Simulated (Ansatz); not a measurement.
System: C$_{2}$H$_{3}$N, charge 0, singlet. C2H3N (acetonitrile, SMILES N#CC).
B3LYP-D3(BJ)/def2-TZVP minimum from Ansatz (a first-principles code):
```xyz
6

C     -0.0055     0.0046    -1.1739
C      0.0013    -0.0011     0.2805
N      0.0067    -0.0056     1.4298
H     -0.0055     1.0296    -1.5454
H      0.8782    -0.5072    -1.5556
H     -0.8946    -0.5041    -1.5473
```
Charge 0, spin multiplicity 1.

Hartree-Fock and CCSD(T) correlation energies in hartree (Ansatz). UHF or UKS for unpaired electrons; spin-orbit terms are left out. Cores are frozen in correlated methods. No relativity.

| basis | X | E(HF) | E(corr, CCSD(T)) |
|---|---|---|---|
| cc-pVTZ | 3 | -131.97382 | -0.55362 |
| cc-pVQZ | 4 | -131.98271 | -0.58283 |
| cc-pV5Z | 5 | -131.98467 | withheld |

Task: Fit E(corr) = E∞ + A/X³ to X = 3 and 4, predict X = 5, and compare with the run.

Result: A = (-0.55362 - (-0.58283))/(1/27 - 1/64) = 1.3642; E∞ = -0.58283 - A/64 = -0.60415; at X = 5, E∞ + A/125 = -0.59323. The run gave -0.59240, 0.83 mEh above the prediction. The same form on X = 4 and 5 gives E∞ = -0.60244, 1.70 mEh above the first estimate.
